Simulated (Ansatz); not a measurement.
Molecule: hydrogen fluoride, HF, net charge 0, singlet state. 
Coordinates optimised at B3LYP-D3(BJ)/def2-TZVP (Ansatz, an electronic-structure program):
```xyz
2

F      0.0000     0.0000    -0.0925
H      0.0000     0.0000     0.8321
```

Total electronic energies in hartree. Correlated levels leave the core frozen unless marked. No spin-orbit coupling. Non-relativistic. FCI takes restricted orbitals. CBS marks a two-point X^-3 extrapolation of the correlation energy; Hartree-Fock from the larger set (for Q and 5 zeta extrapolated as (X+1)exp(-9√X)). The bracket is a focal-point correction in the basis named.

| level | program | energy (Eh) |
|---|---|---|
| B3LYP-D3(BJ)/def2-TZVPD | Ansatz + dftd3 | -100.49389 |
| PBE0-D4/def2-TZVPD | Ansatz + dftd4 | -100.39487 |
| HSE06/def2-TZVPD | Ansatz | -100.39073 |
| CAM-B3LYP/def2-TZVPD | Ansatz | -100.46848 |
| B2PLYP-D4/def2-TZVPD | Ansatz + dftd4 | -100.43828 |
| MP2/def2-QZVPPD | Ansatz | -100.36767 |
| RI-MP2/CBS(aug-cc-pVTZ,aug-cc-pVQZ) | Ansatz | -100.3852 |
| RI-MP2/CBS(def2-TZVPP,def2-QZVPP) | Ansatz | -100.3859 |
| SCS-MP2/STO-3G | Ansatz | -98.59270 |
| SCS-MP2/6-31G* | Ansatz | -100.17593 |
| SCS-MP2/cc-pVDZ | Ansatz | -100.21500 |
| SCS-MP2/def2-SVP | Ansatz | -100.12571 |
| SCS-MP2/def2-TZVPPD | Ansatz | -100.33354 |
| CCSD/cc-pwCVTZ | Ansatz | -100.33834 |
| CCSD/def2-QZVPPD | Ansatz | -100.36749 |
| CCSD(T)/def2-SVP | Ansatz | -100.13911 |
| CCSD(T)/cc-pVQZ | Ansatz | -100.37310 |
| FCI/STO-3G | Ansatz | -98.59793 |
| FCI/6-31G | Ansatz | -100.11523 |
| RI-MP2/CBS(aug-cc-pVTZ,aug-cc-pVQZ)+[CCSD(T)-MP2]/aug-cc-pVDZ | Ansatz | -100.3930 |
| RI-MP2/CBS(def2-TZVPPD,def2-QZVPPD)+[CCSD(T)-MP2]/def2-TZVPPD | Ansatz | -100.3941 |
| CCSD(T)/CBS(cc-pVTZ,cc-pVQZ) | Ansatz | -100.3915 |
| CCSD(T)/CBS(cc-pVQZ,cc-pV5Z) | Ansatz | -100.3953 |

Totals of different functionals don't rank their quality; only differences between species are comparable.
